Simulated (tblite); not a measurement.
# CH4LiO: the cost of one run

Programs: tblite 0.8.0 and PySCF 2.14.0. All values are calculated, for the isolated system unless a continuum is named. Atoms count from 0, parts from 1.

### 1 Starting point

7 atoms, charge 1, multiplicity 1; geometry: rigid parts in contact. Parts: 1 = atom 0, `[Li+]`, charge 1; 2 = atoms 1–6, `CO`, charge 0.

### 2 Search for minima with GFN2-xTB

Job settings and geometry (Å):

```
{"job": {"kind": "dock", "xc": "GFN2-xTB", "basis": "xTB"}, "charge": 1, "multiplicity": 1, "parts": [{"atoms": "0-0", "charge": 1, "multiplicity": 1}, {"atoms": "1-6", "charge": 0, "multiplicity": 1}]}
Li     0.000000     0.000000     0.000000
C     -0.018799     0.133521     3.176670
O      0.401886    -0.845724     2.259197
H     -0.710721    -0.277790     3.919550
H      0.876432     0.485634     3.685659
H     -0.497845     0.980752     2.674148
H     -0.365789    -1.183971     1.786547
```

Level: GFN2-xTB search for minima from random contacts, gas phase.

The run is started by

```sh
$ OMP_NUM_THREADS=1 python cluster_run.py task.json out
```

One launch serves the whole session: the jobs run in the order shown.

Q: Estimate the wall time of this first job on 1 thread of Arm Neoverse N1, shared host.

About 1.1 s.
